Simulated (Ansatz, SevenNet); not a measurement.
Elastic constant C11 (GPa) of 20 transition metals, computed with the machine-learned potential SevenNet-l3i5 (trained on PBE and PBE+U data) and with PBE (Ansatz, a first-principles code, PAW). The set holds measured phases with no doubt noted on the run or the magnetic state but for the caveats below. 5 more of the class have both values but aren't in it, for one of these reasons: built or high-temperature cells, doubts on the run or the magnetic state, unlike cells, values of zero, layered or molecular crystals. Solids without a value at one level (not run, failed, or a magnetic order lost), or held back for tests, aren't counted.

All rows, in order of the shift (worked out from unrounded values):

```json
[
 {"solid": "fcc Cu", "SevenNet-l3i5": "182", "PBE": "178", "shift (%)": "-2.5"},
 {"solid": "fcc Pd", "SevenNet-l3i5": "204", "PBE": "199", "shift (%)": "-2.5"},
 {"solid": "fcc Ag", "SevenNet-l3i5": "111", "PBE": "111", "shift (%)": "-0.1"},
 {"solid": "fcc Ni", "SevenNet-l3i5": "282", "PBE": "283", "shift (%)": "+0.2"},
 {"solid": "fcc Au", "SevenNet-l3i5": "154", "PBE": "157", "shift (%)": "+1.6"},
 {"solid": "fcc Pt", "SevenNet-l3i5": "295", "PBE": "306", "shift (%)": "+3.5"},
 {"solid": "hcp Sc", "SevenNet-l3i5": "94.9", "PBE": "101", "shift (%)": "+6.1"},
 {"solid": "fcc Rh", "SevenNet-l3i5": "348", "PBE": "412", "shift (%)": "+18.4"},
 {"solid": "hcp Zr", "SevenNet-l3i5": "114", "PBE": "143", "shift (%)": "+26"},
 {"solid": "fcc Ir", "SevenNet-l3i5": "463", "PBE": "584", "shift (%)": "+26"},
 {"solid": "hcp Re", "SevenNet-l3i5": "476", "PBE": "608", "shift (%)": "+28"},
 {"solid": "hcp Ti", "SevenNet-l3i5": "135", "PBE": "176", "shift (%)": "+30"},
 {"solid": "hcp Hf", "SevenNet-l3i5": "136", "PBE": "180", "shift (%)": "+33"},
 {"solid": "hcp Os", "SevenNet-l3i5": "546", "PBE": "731", "shift (%)": "+34"},
 {"solid": "double-hcp La", "SevenNet-l3i5": "36.6", "PBE": "49.6", "shift (%)": "+35"},
 {"solid": "hcp Tc", "SevenNet-l3i5": "359", "PBE": "489", "shift (%)": "+36"},
 {"solid": "hcp Y", "SevenNet-l3i5": "55.5", "PBE": "77.0", "shift (%)": "+39"},
 {"solid": "hcp Ru", "SevenNet-l3i5": "408", "PBE": "567", "shift (%)": "+39"},
 {"solid": "bcc Fe", "SevenNet-l3i5": "130", "PBE": "275", "shift (%)": "+111"},
 {"solid": "hcp Co", "SevenNet-l3i5": "155", "PBE": "352", "shift (%)": "+127"}
]
```

The shift from SevenNet-l3i5 to PBE has a median of +27 %, and eight in ten lie between -0.4 % and +46 %; PBE is the larger in 17 of 20. Each level is at its own cell, so the shift holds the change of volume too.

Ansatz's runs of these crystals have no spin polarisation, but for bcc Fe, hcp Co, fcc Ni.

Density-functional runs with spin start from parallel moments for bcc Fe, parallel moments for hcp Co, parallel moments for fcc Ni.

Spin–orbit coupling is left out, also for the solids with elements from indium on (fcc Pt, hcp Os, double-hcp La, fcc Ir, hcp Re, hcp Hf, fcc Au); its size isn't shown.

Each level is taken at its own relaxed cell. Ansatz's density-functional and Hartree–Fock values are scalar-relativistic unless marked +SOC, with PAW data made under PBE.
